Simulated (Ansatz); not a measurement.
Q: Name a neutral molecule of C, S and H with HOMO–LUMO gap (PBE/def2-TZVPP) between 4.80 and 5.10 eV and HOMO energy (ωB97M-V/def2-TZVPP) between -8.60 and -8.30 eV (Ansatz, PBE0-D4/def2-TZVP geometry).

A: `CSC` (5.07 eV, -8.46 eV); `CSC(C)C` (5.05 eV, -8.43 eV); `CCSC(C)C` (4.92 eV, -8.40 eV). Other molecules can fit too; these were computed, each in one conformer that needn't be the lowest.
